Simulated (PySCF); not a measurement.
Compound: C5H7 (doublet state).
Structure used (GFN2-xTB), in Å, numbered top down from 1:
```
atom  x, y, z in Å
C1     1.477   -0.909    1.492
C2     0.685   -0.310    0.672
C3    -0.156    0.305   -0.186
C4    -0.137    1.668   -0.387
C5    -1.136   -0.551   -0.953
H6     1.226   -1.067    2.534
H7     2.447   -1.288    1.194
H8     0.556    2.299    0.138
H9    -0.819    2.131   -1.076
H10   -1.135   -1.572   -0.582
H11   -0.868   -0.565   -2.009
H12   -2.140   -0.141   -0.862
```

The hyperfine couplings belong to this conformer and change with its torsions.

The species is `C=[C]C(=C)C` [radical].

Level of theory: UKS B3LYP, pcH-1 on C H, non-relativistic, mean-field spin-orbit, GIAO (PySCF 2.14.0). Geometry: GFN2-xTB; no solvent, vibrations or thermal averaging. The geometry wasn't refined by DFT: couplings that depend on bond lengths, twists or pyramidal angles can differ widely from those at the functional's own minimum. Stability of the SCF solution: not tested. ⟨S²⟩ is 0.776 where a pure state has 0.75.

**Question.** What are g_iso and the isotropic 1H coupling of H7?

**Answer.** g_iso = 2.00239 and a = +110.13 MHz, or +3.929 mT (Mulliken spin population +0.05).

**Question.** Take this nucleus alone (I = 1/2, g_N = 5.5857) with S = 1/2. Where do its 2 lines fall at 9.725 GHz to first order, to second order and exactly?

**Answer.** First order: B = B0 − a·mI with B0 = 347.000 mT. Second order subtracts a²[I(I+1) − mI²]/(2B0). The exact fields come from the Breit–Rabi levels of H = g μB B Sz − g_N μN B Iz + a S·I.

```csv
mI,first order (mT),second order (mT),exact (mT),exact − first order
−1/2,348.965,348.954,348.954,-0.011
+1/2,345.035,345.024,345.024,-0.011
```

**Question.** Someone takes the midpoint and the distance of the outer exact lines at face value. What g and a result?

**Answer.** Their midpoint, 346.989 mT, gives an apparent g of 2.00245 (true 2.00239), and their distance over 2I an apparent |a| of 3.930 mT (true 3.929).

**Question.** Give the zero-field levels of this pair of spins.

**Answer.** F = I ± 1/2 = 1 and 0, at a·I/2 = +27.5 MHz and −a(I+1)/2 = -82.6 MHz, that is |a|(I + 1/2) = 110.1 MHz apart; F = 0 lies lower.

Other couplings of abundant isotopes, left aside here: 1 × 1H 110 MHz, 1 × 1H 44 MHz, 1 × 1H 43 MHz, 3 × 1H 10 MHz.

Class means assume fast exchange of nuclei equivalent by connectivity; if that motion is slow, each nucleus keeps its own coupling. H6 and H7 aren't averaged: C1 is flat or nearly so (angle sum 360°), and its turn about the short C1–C2 bond (1.29 Å) is taken as slow. The three 1H nuclei of mean -10.4 MHz run from -17.0 to -2.4 MHz in the frozen geometry.

On one thread, AMD EPYC 9R45 (x86_64), shared host with 96 logical CPUs at a one-minute load of 54, this took 14 s of wall time (grids of density and orbitals included) and 0.77 GiB of memory at its peak.

The SMILES draws the unpaired electron on C2; the largest computed Mulliken spin population is on C4 (0.73 against 0.59).
